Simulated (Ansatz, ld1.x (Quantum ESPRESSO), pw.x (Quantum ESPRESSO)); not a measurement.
## pw.x on bcc Rb: one setting changed

Potential: PAW, ld1.x (Quantum ESPRESSO) 7.5, PBE; core [Ar] 3d10, reference 4s2 4p6 4d0 5s0 5p1; waves: 4s (bound): rcut 1.90, rcutus 2.50 bohr; 5s (bound, empty): rcut 1.90, rcutus 2.50 bohr; 4p (bound): rcut 2.30, rcutus 2.70 bohr; 5p (bound): rcut 2.30, rcutus 2.70 bohr; 4d (bound, empty): rcut 3.80, rcutus 4.50 bohr; 4d channel at 0.35 Ry: rcut 3.80, rcutus 4.50 bohr; local part: all-electron potential smoothed inside 4.00 bohr (lloc = -1); core correction: none; augmentation: PSQ, radius 2.05 bohr.

The reference run (k-mesh 8³, cutoffs 40/320 Ry, Fermi–Dirac 0.01 Ry, mixing_beta 0.4, conv_thr 1e-9, no spin) gives 0.01 GPa at 91.801 Å³/atom, where all-electron LAPW gives -0.00 GPa. This run, with its own iteration cap, changes nbnd to 8.

```
&control
  calculation='scf', prefix='x', pseudo_dir='./', outdir='./tmp', tstress=.true., disk_io='none'
/
&system
  ibrav=0, nat=1, ntyp=1, ecutwfc=40, ecutrho=320, nbnd=8,
  occupations='smearing', smearing='fd', degauss=0.01
/
&electrons
  conv_thr=1e-09, mixing_beta=0.4, electron_maxstep=50
/
ATOMIC_SPECIES
Rb 1.0 Rb.UPF
CELL_PARAMETERS angstrom
  -2.84181503 2.84181503 2.84181503
  2.84181503 -2.84181503 2.84181503
  2.84181503 2.84181503 -2.84181503
ATOMIC_POSITIONS crystal
Rb 0.0000 0.0000 0.0000
K_POINTS automatic
8 8 8 0 0 0
```

```bash
pw.x < Rb.scf.in > Rb.scf.out
```

**Question.** How does the run end?

**Answer.** It converges in 25 iterations; the free energy moves by +0.0 meV/atom and the pressure by +0.00 GPa. The result is that of the reference run.

```
Message from routine setup:
     using ibrav=0 with symmetry is DISCOURAGED, use correct ibrav instead
     lattice parameter (alat)  =       9.3015  a.u.
     unit-cell volume          =     619.5039 (a.u.)^3
     number of electrons       =         9.00
     number of Kohn-Sham states=            8
     kinetic-energy cutoff     =      40.0000  Ry
     charge density cutoff     =     320.0000  Ry
     scf convergence threshold =      1.0E-09
     Exchange-correlation= SLA  PW   PBX  PBC
     number of k points=    29  Fermi-Dirac smearing, width (Ry)=  0.0100
     iteration #  1     ecut=    40.00 Ry     beta= 0.40
     total energy              =    -239.92330696 Ry
     estimated scf accuracy    <       0.01443773 Ry
     iteration #  2     ecut=    40.00 Ry     beta= 0.40
     total energy              =    -239.92175332 Ry
     estimated scf accuracy    <       0.00305760 Ry
     iteration #  3     ecut=    40.00 Ry     beta= 0.40
     total energy              =    -239.92306250 Ry
     estimated scf accuracy    <       0.00026594 Ry
     iteration #  4     ecut=    40.00 Ry     beta= 0.40
     total energy              =    -239.92299665 Ry
     estimated scf accuracy    <       0.00068855 Ry
     iteration #  5     ecut=    40.00 Ry     beta= 0.40
     total energy              =    -239.92290023 Ry
     estimated scf accuracy    <       0.00024983 Ry
     iteration #  6     ecut=    40.00 Ry     beta= 0.40
     total energy              =    -239.92291892 Ry
     estimated scf accuracy    <       0.00002649 Ry
     [... 13 iterations left out ...]
     iteration # 20     ecut=    40.00 Ry     beta= 0.40
     total energy              =    -239.92291748 Ry
     estimated scf accuracy    <       0.00000005 Ry
     iteration # 21     ecut=    40.00 Ry     beta= 0.40
     total energy              =    -239.92291749 Ry
     estimated scf accuracy    <       0.00000004 Ry
     iteration # 22     ecut=    40.00 Ry     beta= 0.40
     total energy              =    -239.92291746 Ry
     estimated scf accuracy    <       0.00000009 Ry
     iteration # 23     ecut=    40.00 Ry     beta= 0.40
     total energy              =    -239.92291748 Ry
     estimated scf accuracy    <       0.00000001 Ry
     iteration # 24     ecut=    40.00 Ry     beta= 0.40
     total energy              =    -239.92291746 Ry
     estimated scf accuracy    <       0.00000005 Ry
     iteration # 25     ecut=    40.00 Ry     beta= 0.40
     the Fermi energy is     1.9254 ev
!    total energy              =    -239.92291746 Ry
     estimated scf accuracy    <          1.7E-10 Ry
     smearing contrib. (-TS)   =      -0.00423871 Ry
     convergence has been achieved in  25 iterations
          total   stress  (Ry/bohr**3)                   (kbar)     P=        0.05
     Message from routine punch:
     Nothing written, as per user request (disk_io='none')
```

The run took about 39 s on one core of a shared host (Neoverse-V2, 96 threads, 742 GiB, load 102).
